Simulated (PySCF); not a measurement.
Bond dissociation energies of 2-fluoropropane

System: 2-fluoropropane, `CC(C)F` (C3H7F). Optimised structure (Å), atoms numbered from 1:
```
C    -1.1991   -0.4540    0.1330
C    -0.1072    0.5484   -0.1629
C     1.2891   -0.0241   -0.0784
F    -0.2101    1.5881    0.7472
H    -1.0649   -0.8775    1.1404
H    -1.1822   -1.2781   -0.5959
H    -2.1863    0.0284    0.0896
H    -0.2680    0.9869   -1.1653
H     1.4702   -0.4400    0.9248
H     1.4284   -0.8269   -0.8178
H     2.0385    0.7578   -0.2688
```

Energies: M06-2X/def2-TZVP (PySCF, density fitting, integration grid level 3) on PBE0-D3(BJ)/def2-SVP structures. Thermal corrections: PBE0-D3(BJ)/def2-SVP frequencies, unscaled, ideal gas at 298.15 K and 1 bar, quasi-RRHO entropy.

```csv
bond,r / Å,radicals,BDE(298 K) / kcal/mol,BDFE / kcal/mol,D₀ / kcal/mol,Dₑ / kcal/mol
C1–C2,1.512,CH3• + C[CH]F,91.5,79.0,89.5,97.6
C2–H,1.106,C[C](C)F + H•,96.0,86.8,94.3,103.2
C1–H,1.101,[CH2][C@H](C)F + H•,102.1,92.8,100.2,109.9
C2–F4,1.386,C[CH]C + F•,115.1,103.7,113.5,118.6
```

Homolysis to relaxed radicals in the gas phase; the table need not hold every single bond outside rings.

Weakest of these: C1–C2 (91.5 kcal/mol); strongest: C2–F4 (115.1 kcal/mol).
